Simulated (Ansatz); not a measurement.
**How far each method lies from full CI for B–AlH$_{2}$⁺, doublet**

Geometry: that of the B–AlH2, singlet, kept fixed.

```yaml
atoms:
  - { symbol: B, position_ang: [0.0000, 0.0000, 1.7315] }
  - { symbol: Al, position_ang: [0.0000, 0.0000, -0.5881] }
  - { symbol: H, position_ang: [0.0000, -1.3671, -1.4148] }
  - { symbol: H, position_ang: [0.0000, 1.3671, -1.4148] }
```

Basis 6-31G; Ansatz 0.2.0. Only valence electrons are correlated (noble-gas cores frozen), which leaves 7 electrons in 20 orbitals. Prefix R: restricted or restricted open-shell reference; prefix U: unrestricted. Active spaces: valence = (7e, 10o) chosen from the atoms' valence shells.

Full CI is exact within this basis and frozen core; it isn't the basis-set limit. The frozen core follows each run's orbitals, which can shift R against U totals by a few meV.

For open shells CISD and CISDTQ are restricted-active-space CI with the open shells as a complete middle space.

* UHF ⟨S²⟩: 0.757
* T1 diagnostic (RCCSD): 0.0308
* largest doubles amplitude (RCCSD): 0.081
* T1 diagnostic (UCCSD): 0.0244

```csv
level,E − E(full CI) (mEh),share of correlation (%),wall time
RHF,89.92,0.00,–
UHF,88.34,1.75,–
RMP2,34.17,61.99,–
UMP2,33.77,62.44,–
CISD,6.77,92.47,1.2 s
RCCSD,2.28,97.46,–
UCCSD,2.16,97.59,–
RCCSD(T),0.84,99.06,1.7 s
UCCSD(T),0.81,99.10,1.7 s
BCCD(T),0.79,99.12,1.8 s
RCCSDT,0.08,99.91,–
UCCSDT,0.07,99.92,–
CISDTQ,0.19,99.79,6 s
RCCSDT(Q),0.02,99.97,5.5 s
UCCSDT(Q),0.02,99.98,4.8 s
RCCSDTQ,0.01,99.99,43 s
UCCSDTQ,0.00,100.00,43 s
CASSCF (valence space),14.24,84.17,–
NEVPT2 (valence space),4.24,95.29,6.5 s
MRCISD (valence space),0.30,99.67,–
MRCISD+Q (valence space),0.15,99.84,12 s
MRCISD+Q(relaxed) (valence space),-0.10,100.11,15 s
```

The correlation energy at full CI, counted from RHF, is -2.447 eV. That run took 25 s on 1 thread of Arm Neoverse N1, shared host over 1,390,850 determinants.

Times hold each run's SCF and search for its determinant on a shared host, so for small cases they say little of a method's own cost; they ran on 1 thread of Arm Neoverse N1.

The full-CI state has the irrep A1 of C2v, in the program's axes.

Natural occupations of full CI about the gap: 1.963 1.948 1.904 0.988 0.049 0.044 0.043 0.023 0.015 0.007; effectively unpaired electrons, Σ n²(2−n)², 1.08.
